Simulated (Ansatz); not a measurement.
# Bulk modulus B0 of some III–V compounds, all zinc-blende

Method: r²SCAN+rVV10 (plane waves, PAW; Ansatz, a program for electronic structure). References are measured values corrected to a static lattice.

Values in GPa.

| solid | reference | r²SCAN+rVV10 | error (%) |
|---|---|---|---|
| zinc-blende InP | 72 | 70.6 | -1.9 |
| cubic BN | 410 (388–410) | 395 | -3.7 |
| zinc-blende BP | 176 (168–176) | 171 | -2.8 |
| zinc-blende GaAs | 76.7 | 74.9 | -2.3 |
| zinc-blende GaP | 89.6 | 90.1 | +0.6 |
| zinc-blende InSb | 46.1 | 45.7 | -0.9 |

Over these 6 solids the mean error is -1.9 %, the mean absolute error 2.0 % (median 2.1 %), and the worst case cubic BN at -3.7 %; the value is too low in 5 of 6 cases.

All these references are brought to a static lattice.

Spin–orbit coupling is left out, also for the solids with elements from indium on (zinc-blende InP, zinc-blende InSb); its size isn't shown.

Brackets give the range of the sources taken for a reference, where it is wide; it can hold other temperatures.

Differences are worked out from the printed values.

Each level is taken at its own relaxed cell. Ansatz's density-functional and Hartree–Fock values are scalar-relativistic unless marked +SOC, with PAW data made under PBE.

Not in this set, of the III–V compounds with a reference value in our tables and a result at some level: 3 for a reference at room or unstated temperature; 2 for no value at r²SCAN+rVV10 (not run, a failed fit, an unstable or unbound cell, or a value held back for tests); 1 for a high-temperature or high-pressure phase; 1 for sources at odds. These can be a level's best or worst cases. At least 2 more with a reference value are held back for tests. Solids without a released value at any level aren't counted. Layered and molecular crystals are counted apart.

References as tabulated in Mejia-Rodriguez and Trickey (2018), arXiv:1807.09216; Goldzak et al. (2022), arXiv:2208.04865.
